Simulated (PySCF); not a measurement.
## PO₂⁺: one-bond stretch

Level of theory: BP86/[P def2-TZVP, O def2-TZVP], no relativity, density fitting, PySCF.

Rigid scan from the singlet minimum (P–O 1.454 Å (×2); O–P–O 180.0°). Coordinate: the bond from P to the last atom (O) scaled, the rest fixed. Energies in kJ/mol from the minimum.

(1) Predict the curve at 0.92, 0.96, 1.00, 1.05, 1.12, 1.20, 1.35, 1.55, 1.80, 2.20.

Results:

(1) 
| scale of one bond | E (kJ/mol) | dipole size (D, about the centre of mass) |
| --- | --- | --- |
| 0.92 | 56.1 | 0.16 |
| 0.96 | 12.3 | 0.08 |
| 1.00 | 0.0 | 0.00 |
| 1.05 | 14.6 | 0.09 |
| 1.12 | 68.4 | 0.21 |
| 1.20 | 151.7 | 0.32 |
| 1.35 | 312.0 | 0.45 |
| 1.55 | 473.2 | – |
| 1.80 | 577.9 | – |
| 2.20 | 621.1 | – |

At long bonds a restricted determinant can lie too high, and another spin state can fall below this curve.
